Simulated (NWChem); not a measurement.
System: S cation, quartet

The following NWChem deck was run.

```
start job
memory heap 200 mb stack 700 mb global 900 mb
charge 1
geometry units angstroms noautoz
  S      0.000000     0.000000     0.000000
end
basis spherical
  * library def2-tzvp
end
dft
  odft
  mult 4
  xc xpbe96 cpbe96
  iterations 150
  mulliken
end
task dft energy
```

Excerpt of the output:

```
             Northwest Computational Chemistry Package (NWChem) 7.3.0
             --------------------------------------------------------

                             Geometry "geometry" -> ""
                             -------------------------

 Output coordinates in angstroms (scale by  1.889725989 to convert to a.u.)

  No.       Tag          Charge          X              Y              Z
 ---- ---------------- ---------- -------------- -------------- --------------
    1 S                   16.0000     0.00000000     0.00000000     0.00000000

 Effective nuclear repulsion energy (a.u.)       0.0000000000

  pbe96 is a nonlocal functional; adding pw91lda local functional.

                                 NWChem DFT Module
                                 -----------------

 Summary of "ao basis" -> "ao basis" (spherical)
 ------------------------------------------------------------------------------
       Tag                 Description            Shells   Functions and Types
 ---------------- ------------------------------  ------  ---------------------
 S                         def2-tzvp                13       37   5s5p2d1f

            General Information
            -------------------
          SCF calculation type: DFT
          Wavefunction type:  spin polarized.
          No. of atoms     :     1
          No. of electrons :    15
           Alpha electrons :     9
            Beta electrons :     6
          Charge           :     1
          Spin multiplicity:     4
          Use of symmetry is: off; symmetry adaption is: off
          Maximum number of iterations: 150
          AO basis - number of functions:    37
                     number of shells:    13
          Convergence on energy requested:  1.00D-06
          Convergence on density requested:  1.00D-05
          Convergence on gradient requested:  5.00D-04

              XC Information
              --------------
          PerdewBurkeErnzerhof Exchange Functional  1.000
            Perdew 1991 LDA Correlation Functional  1.000 local
           PerdewBurkeErnz. Correlation Functional  1.000 non-local

             Grid Information
             ----------------
          Grid used for XC integration:  medium
          Radial quadrature: Mura-Knowles
          Angular quadrature: Lebedev.
          Tag              B.-S. Rad. Rad. Pts. Rad. Cut. Ang. Pts.
          ---              ---------- --------- --------- ---------
          S                   1.00       88           5.0       590
          Grid pruning is: on
          Number of quadrature shells:    88
          Spatial weights used:  Erf1

      Superposition of Atomic Density Guess
      -------------------------------------

 Sum of atomic energies:        -397.47950134

 Renormalizing density from      16.00 to     15

      Non-variational initial energy
      ------------------------------

 Total energy =    -381.277334
 1-e energy   =    -515.007869
 2-e energy   =     133.730535
 HOMO         =      -0.828043
 LUMO         =      -0.828043

     ---------------------------------------------
      Total Density - Mulliken Population Analysis
     ---------------------------------------------

    Atom       Charge   Shell Charges
 -----------   ------   -------------------------------------------------------
    1 S   16    15.00   2.01  0.54  1.43  1.52  0.50  4.38  1.53  0.94  1.70  0.45  0.00  0.00  0.00

     --------------------------------------------
      Spin Density - Mulliken Population Analysis
     --------------------------------------------

    Atom       Charge   Shell Charges
 -----------   ------   -------------------------------------------------------
    1 S   16     3.00   0.00 -0.00 -0.00  0.00  0.00  0.10 -0.06  0.81  1.70  0.45  0.00  0.00  0.00

   convergence    iter        energy       DeltaE   RMS-Dens  Diis-err
 ---------------- ----- ----------------- --------- --------- ---------
 d= 0,ls=0.0,diis     1   -397.4241584815 -3.97D+02  1.28D-02  1.70D+00
                                                     1.26D-02  1.78D+00
 d= 0,ls=0.0,diis     2   -397.5248109871 -1.01D-01  5.50D-03  3.33D-01
                                                     5.23D-03  3.06D-01
 d= 0,ls=0.0,diis     3   -397.5552021279 -3.04D-02  7.73D-04  8.52D-04
                                                     7.47D-04  6.08D-04
 d= 0,ls=0.0,diis     4   -397.5554000838 -1.98D-04  1.39D-04  2.78D-05
                                                     1.38D-04  1.35D-05
 d= 0,ls=0.0,diis     5   -397.5554090482 -8.96D-06  5.81D-07  4.06D-10
                                                     2.16D-07  8.42D-10
 d= 0,ls=0.0,diis     6   -397.5554090484 -1.34D-10  3.89D-08  1.71D-12
                                                     1.13D-09  7.83D-14

         Total DFT energy =     -397.555409048357
      One electron energy =     -542.979939642236
           Coulomb energy =      170.590043605804
    Exchange-Corr. energy =      -25.165513011924
 Nuclear repulsion energy =        0.000000000000

 Numeric. integr. density =       14.999999986120

                    DFT Final Alpha Molecular Orbital Analysis
                    ------------------------------------------

 Vector    7  Occ=1.000000D+00  E=-6.590861D-01
              MO Center=  1.7D-15, -8.8D-15,  1.3D-14, r^2= 1.2D+00
   Bfn.  Coefficient  Atom+Function         Bfn.  Coefficient  Atom+Function
  ----- ------------  ---------------      ----- ------------  ---------------
    17      0.634573  1 S  pz                14      0.281759  1 S  pz
     8     -0.221657  1 S  pz                20      0.210474  1 S  pz
    15     -0.124238  1 S  px                11     -0.101847  1 S  pz
    12     -0.055163  1 S  px                 6      0.043396  1 S  px
    18     -0.041207  1 S  px

[...]
```

Level: PBE/def2-TZVP, spin-unrestricted. No stability test was run on the SCF state.
